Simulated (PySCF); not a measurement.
Cost of one run: shielding job, `C[C@@H]1CC=NC1`.

Method: GIAO revPBE/pcSseg-0 NMR shielding, non-relativistic, gas phase (PySCF 2.14.0, density-fitted response routines). Geometry: GFN2-xTB. Work: shieldings, ring-centre shieldings, charges and field gradients, density fitting. The input is one job of a driver script: a line of settings, then coordinates in Å.

Command:
```bash
OMP_NUM_THREADS=1 python probes_run.py task.json out
```

Input:
```
{"job": {"kind": "nmr", "xc": "revPBE", "basis": "pcSseg-0", "pop": true}, "charge": 0, "multiplicity": 1}
C      1.628234    -0.185765    -0.440008
C      0.437024     0.066092     0.477125
C     -0.624739    -1.043335     0.364102
C     -1.784292    -0.310764    -0.247402
N     -1.644298     0.928290    -0.405145
C     -0.344382     1.343009     0.059347
H      1.300076    -0.269545    -1.474314
H      2.136694    -1.107128    -0.162343
H      2.341791     0.632701    -0.369798
H      0.793760     0.161277     1.504852
H     -0.302637    -1.870392    -0.270320
H     -0.912405    -1.455907     1.333222
H     -2.697651    -0.807464    -0.535403
H      0.154180     1.887625    -0.745800
H     -0.485769     2.039295     0.889972
```

Hardware: one thread of an Arm Neoverse V1, shared host with 32 logical CPUs at a one-minute load of 16. PySCF's memory limit was set to 1200 MB.

The basis has 72 functions.

Q: What wall time should be expected on this hardware?

A: About 8.8 s. The SCF took 14 cycles.

Q: How much memory does it need at the peak?

A: About 0.44 GiB. Peak memory is the resident size of the whole Python process, interpreter and libraries included.

The SCF part of the output:
```
coarse grid: 12072 points
cycle   1  E = -250.0220588599  dE =  5.024e-01  |g| = 4.024e-01  |ddm| = 3.817e+00
cycle   2  E = -249.9496968715  dE =  7.236e-02  |g| = 6.799e-01  |ddm| = 1.613e+00
cycle   3  E = -250.0598261535  dE = -1.101e-01  |g| = 1.962e-01  |ddm| = 9.895e-01
cycle   4  E = -250.0686214254  dE = -8.795e-03  |g| = 4.316e-02  |ddm| = 2.428e-01
cycle   5  E = -250.0690658985  dE = -4.445e-04  |g| = 8.956e-03  |ddm| = 9.431e-02
cycle   6  E = -250.0690859220  dE = -2.002e-05  |g| = 2.104e-03  |ddm| = 1.909e-02
cycle   7  E = -250.0690870588  dE = -1.137e-06  |g| = 4.778e-04  |ddm| = 4.525e-03
final grid: 115384 points
cycle   8  E = -250.0415953811  dE = -4.230e-05  |g| = 7.684e-03  |ddm| = 4.913e-02
cycle   9  E = -250.0415814457  dE =  1.394e-05  |g| = 1.053e-02  |ddm| = 2.176e-02
cycle  10  E = -250.0416104519  dE = -2.901e-05  |g| = 9.460e-04  |ddm| = 1.419e-02
cycle  11  E = -250.0416106107  dE = -1.587e-07  |g| = 4.768e-04  |ddm| = 2.067e-03
cycle  12  E = -250.0416106583  dE = -4.769e-08  |g| = 1.613e-04  |ddm| = 6.936e-04
cycle  13  E = -250.0416106651  dE = -6.745e-09  |g| = 1.533e-05  |ddm| = 2.058e-04
cycle  14  E = -250.0416106652  dE = -5.912e-11  |g| = 5.689e-06  |ddm| = 3.724e-05
converged SCF energy = -250.0416106652
```

On the final grid dE counts from the start density on that grid.

Times come from a shared host and carry two figures at best.
